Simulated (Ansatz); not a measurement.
## Which is lower?

Two isomers of CH6BSi (charge -1), singlet, relaxed at PBE0-D4/def2-TZVPD (vibrations not checked).

A:

| atom | x (Å) | y (Å) | z (Å) |
| --- | --- | --- | --- |
| B1 | -0.6780 | 0.0039 | -0.5169 |
| C2 | 0.7256 | -0.5402 | 0.0364 |
| Si3 | -0.4439 | -0.1615 | 1.5007 |
| H4 | -1.4657 | -0.7881 | -0.9923 |
| H5 | -0.6574 | -1.3944 | 2.3397 |
| H6 | 1.6076 | 0.0965 | -0.0361 |
| H7 | 0.9791 | -1.5915 | -0.1015 |
| H8 | 0.1793 | 0.8506 | 2.4264 |
| H9 | -0.7448 | 1.1481 | -0.9173 |

B:

B1  (-1.001, 0.754, -1.083)
C2  (0.025, -0.269, -0.889)
Si3  (0.540, -0.841, 0.743)
H4  (-1.340, 1.136, -2.194)
H5  (-1.573, 1.281, -0.144)
H6  (0.524, -0.727, -1.747)
H7  (2.005, -0.665, 1.100)
H8  (0.366, -2.320, 1.039)
H9  (-0.193, -0.156, 1.860)
(Å)

Computed with Ansatz 0.2.0 (basis: def2-TZVPPD); correlated methods freeze the cores. B3LYP uses VWN-RPA correlation.

Question: Which structure is lower at CCSD(T), and by how much? (An estimate is asked for; the value comes from the calculation.)

Answer: Computed: B, by 0.367 eV (electronic energy, against the other). By their contacts, A is CH₆BSi ([BH2]1[CH2][SiH2]1), total charge -1 and B is CH₆BSi ([BH2][CH][SiH3]), total charge -1.

All methods give the same order:

```tsv
method	E(B) − E(A) (eV)
PBE-D4	-0.159
r2SCAN-D4	-0.258
PBE0-D4	-0.197
B3LYP-D4	-0.446
wB97M-V	-0.361
HF	-0.796
MP2	-0.365
CCSD	-0.413
CCSD(T)	-0.367
```

The T1 diagnostic stays at or below 0.014.

Labels in which every atom is bracketed show which atoms are joined, not bond orders.
